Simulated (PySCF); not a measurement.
Compound: C3H5N3.
Structure used (PBE0-D3(BJ)/def2-TZVP), in Å, numbered top down from 1:
```
atom  x, y, z in Å
C1    -1.3745   -0.0868    0.9223
N2    -0.2084   -0.1989    0.0860
C3     0.7076    0.7376   -0.2259
C4     1.5765    0.0880   -1.0614
N5     1.1498   -1.1872   -1.2126
N6     0.0724   -1.3537   -0.5192
H7    -1.0944    0.2239    1.9296
H8    -2.0815    0.6309    0.5034
H9    -1.8372   -1.0703    0.9613
H10    0.6689    1.7425    0.1593
H11    2.4633    0.4548   -1.5515
```

Method: PBE0-D3(BJ)/def2-TZVP geometry optimisation, gas phase in PySCF 2.14.0.

Masses are those of the commonest isotopes; rigid-rotor values at the optimised geometry. 

Problem. Give the principal moments of inertia and the rotational constants in MHz.

Solution. Ia = 52.67, Ib = 132.53, Ic = 182.00 u·Å²; 505379 MHz·u·Å²/I gives A = 9594, B = 3813, C = 2777 MHz.

Problem. What kind of rotor is it?

Solution. An asymmetric top. Ray's parameter κ = (2B − A − C)/(A − C) = -0.696; −1 is the prolate and +1 the oblate limit.

Problem. Is it planar, by Δ = Ic − Ia − Ib?

Solution. Not planar: Δ = Ic − Ia − Ib = -3.20 u·Å². For a rigid frame Δ = −2 Σ m c², so Σ m c² = 1.60 u·Å² lies off the ab plane, practically all of it from hydrogen. The atom farthest from that plane is 0.92 Å away.

Problem. Which lines would a microwave search look for?

Solution. The dipole components are |μa| = 3.06 D, |μb| = 3.46 D, |μc| = 0.00 D. The squared components, which scale the intensities, stand as 0.78 : 1.00 : 0.00 (a : b : c). Some lines, for components of 0.1 D or more:

| type | branch | J(Ka,Kc) | MHz | lower level (cm⁻¹) |
| --- | --- | --- | --- | --- |
| b | R | 3(1,2) ← 2(2,1) | 3897 | 1.500 |
| a | Q | 3(1,2) ← 3(1,3) | 6210 | 1.423 |
| b | R | 2(0,2) ← 1(1,1) | 7272 | 0.413 |
| a | R | 2(1,2) ← 1(1,1) | 12144 | 0.413 |
| b | Q | 2(2,1) ← 2(1,2) | 20453 | 0.818 |
| b | Q | 3(3,0) ← 3(2,1) | 30958 | 2.180 |
| b | R | 2(2,1) ← 1(1,0) | 31560 | 0.447 |
| b | Q | 3(3,1) ← 3(2,2) | 31572 | 2.159 |
| b | R | 2(2,0) ← 1(1,1) | 32724 | 0.413 |
| b | R | 3(2,2) ← 2(1,1) | 37114 | 0.921 |
| b | R | 3(3,1) ← 2(2,0) | 51215 | 1.504 |

PBE0-D3(BJ)/def2-TZVP frequencies: not computed here. Constants of a rigid frame at the computed geometry: no zero-point averaging, no centrifugal distortion. A rigid rotor knows nothing of internal rotation, which can split or shift real lines. Quadrupole hyperfine structure (14N) is left out.

On an Intel Xeon 6975P-C with one thread, no GPU, shared host with 192 logical CPUs at a one-minute load of 114, this took 2.6 min wall and 0.80 GiB of memory at its peak. This is the geometry optimisation.
